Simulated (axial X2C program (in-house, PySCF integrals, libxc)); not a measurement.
Photoelectron levels of AlO⁻ by EOM-IP-CCSD

Calculated with an in-house all-electron X2C program for linear molecules (integrals from PySCF): two-component X2C with atomic mean-field Coulomb and Gaunt terms, Gaussian nuclei, basis Al dyall-av3z, O dyall-av3z with contracted cores.

R = 1.645 Å (near the PBE0 minimum at charge -1 of the determinant lowest at the starting distance; the state shown can have its own minimum elsewhere).

Hartree–Fock spinors of AlO⁻ (one of each Kramers pair; a window near the gap, which can cut inner shells):

```tsv
ω	occupied	ε (eV)	character
1/2	yes	-25.37	74% O s, 9% Al p, 7% Al d
1/2	yes	-7.10	77% O p, 15% Al s, 3% O s
1/2	yes	-4.69	80% O p, 10% Al p, 6% Al d
3/2	yes	-4.67	80% O p, 10% Al p, 6% Al d
1/2	yes	-2.74	49% Al s, 28% Al p, 17% O p
1/2	no	3.10	98% Al p
1/2	no	3.14	99% Al p
3/2	no	3.14	99% Al p
1/2	no	4.16	92% Al s, 3% Al p, 2% Al d
1/2	no	5.85	58% Al d, 34% Al p, 8% O p
3/2	no	5.85	58% Al d, 34% Al p, 8% O p
```

Vertical detachment energies of AlO⁻ to the states of AlO:

```tsv
Ω of AlO	vertical detachment energy (eV)	above lowest (cm⁻¹)	ionised spinor	one-hole weight
1/2	2.615	0	38% Al sσ, 29% O pσ, 26% Al pσ	0.94
3/2	3.510	7217	80% O pπ, 10% Al pπ	0.90
1/2	3.526	7349	80% O pπ, 10% Al pπ	0.90
1/2	5.493	23212	64% O pσ, 27% Al sσ	0.89
```

Q: How far does the lowest EOM-IP-CCSD energy lie from the Koopmans value −ε of the highest filled spinor?

A: 2.615 eV against 2.74 eV, a shift of -0.13 eV: relaxation of the final state lowers the energy and the loss of correlation raises it.

Q: What is the splitting of the first π pair in the table, and is it regular or inverted?

A: E(3/2) − E(1/2) = 7217 − 7349 = -132 cm⁻¹ at EOM-IP-CCSD: inverted, Ω = 3/2 lower. Splittings at this level can be off by ten to twenty per cent.

This point took 8.2 s on 1 thread of Intel(R) Xeon(R) Processor @ 2.30GHz (shared host).

Reference electrons by ω block (each with its −ω partner): 1/2: 9, 3/2: 2. 10 electrons of AlO⁻ correlated (inner shells frozen), 94 natural virtual spinors (a truncated set); levels can be off by some tenths of an eV. Roots sought by Ω: (1/2: 4, 3/2: 3, 5/2: 1); the list ends where they run out and leaves out roots under 60 % one-particle weight. The solver can skip a root, and states that need a further excitation, which the method places far too high, are missing though they may lie low or lowest. T1 of the reference 0.028 (Lee–Taylor). Number of frozen shells: Al 2 s, 1 p; O 1 s. Large amplitudes in the reference (orbital relaxation or multireference character) lower the reliability.
